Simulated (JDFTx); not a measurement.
System: ethanol, C2H6O (SMILES CCO), charge 0, multiplicity 1; geometry: optimised with GFN2-xTB in vacuum (one conformer, no frequencies checked; largest PBE force component 0.8 eV/Å). Coordinates in Å:
```
C    -0.82   -0.26    0.02
C     0.55    0.41   -0.01
O     1.58   -0.45    0.42
H    -1.58    0.46   -0.26
H    -1.04   -0.63    1.02
H    -0.85   -1.09   -0.68
H     0.77    0.78   -1.02
H     0.58    1.25    0.69
H     1.57   -1.25   -0.12
```

All numbers are PBE, GBRV ultrasoft potentials, plane waves to 20/100 Ha results from JDFTx (a modified build), not measurements. Liquid: CANDLE, water, 1 M NaCl. The liquid run sits in a periodic box with 3.75 Å from the outermost atoms to the faces; the vacuum run is isolated. The box matters at about 0.01 eV. ΔG_solv is the difference of the two single-point energies, liquid minus vacuum; no corrections are added.

### Question
Estimate the solvation energy and its parts.

### Answer
The solvation energy is -18.3 kJ/mol, the part: cavitation term of the fluid is 39 kJ/mol and the part: dispersion term of the fluid comes out as -34 kJ/mol. The part: electrostatic term of the fluid is -28.9 kJ/mol, the part: distortion of the solute's electrons is 6.1 kJ/mol and the dipole moment in vacuum comes out as 1.59 D. The dipole moment in the liquid is 2.26 D. The highest occupied level in vacuum (zero: vacuum level) comes out as -6.24 eV and the highest occupied level in the liquid (zero: bulk electrolyte) comes out as -6.27 eV.
